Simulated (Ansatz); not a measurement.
`C=[CH][AlH2]` + CH₃NH₂ → `C[NH][AlH2]` + ethylene  (ligand exchange at the Al–C bond)

Computed with Ansatz on PBE0-D4/def2-TZVP structures; ΔE is electronic, products minus reactants. CBS: MP2 limit from def2 TZ/QZ plus the TZ coupled-cluster correction, frozen cores. This one scheme is used for every species. Functionals use def2-TZVPP.

`C=[CH][AlH2]`:

```xyz
8

C     0.408   -0.251   -1.295
C     0.287    0.584   -0.257
Al   -0.536   -0.041    1.382
H     0.055   -1.279   -1.246
H     0.862    0.041   -2.241
H     0.668    1.596   -0.394
H    -0.708    0.898    2.650
H    -1.037   -1.548    1.401
```

CH₃NH₂:

Z-matrix (Å, degrees):
```
C
N 1 1.453
H 1 1.092 2 109.4
H 1 1.100 2 115.4 3 -121.6
H 1 1.092 2 109.4 3 116.8
H 2 1.012 1 110.6 3 62.6
H 2 1.012 1 110.6 3 -179.3
```

`C[NH][AlH2]`:

Z-matrix (Å, degrees):
```
C
N 1 1.447
H 1 1.097 2 112.3
H 1 1.097 2 112.4 3 121.5
H 1 1.093 2 109.8 3 -119.2
Al 2 1.767 1 128.6 3 119.4
H 2 1.010 1 111.9 3 -60.6
H 6 1.584 2 117.5 1 179.9
H 6 1.584 2 117.5 1 0.1
```

`C=C`:

Cartesian coordinates in Å:
```
C -0.489 -0.391 0.212
C 0.489 0.391 -0.212
H -0.307 -1.211 0.898
H -1.515 -0.246 -0.110
H 0.307 1.211 -0.898
H 1.515 0.246 0.110
```

| species | LDA (SPW92) energy (Eh) |
| --- | --- |
| `C=[CH][AlH2]` | -319.81372 |
| CH₃NH₂ | -95.03997 |
| `C[NH][AlH2]` | -337.03747 |
| `C=C` | -77.85241 |

**Question.** Work out ΔE.

**Answer.** ΔE = (-337.03747) + (-77.85241) − (-319.81372) − (-95.03997) = -0.03619 Eh = -22.7 kcal/mol. CCSD(T)/CBS gives -22.0 kcal/mol.

Largest T1 diagnostic among the species: 0.012.

At CCSD(T), def2-SVP lies −1.3 kcal/mol from the extrapolated value and def2-TZVPP −0.1 kcal/mol. Leaving LDA and LC-ωPBE aside and taking each functional with its dispersion term where it has one, the values, not all of them listed here, spread over 2.0 kcal/mol, from CAM-B3LYP-D4 to HSE06-D4. LDA lies −1.5 kcal/mol from PBE without D4.
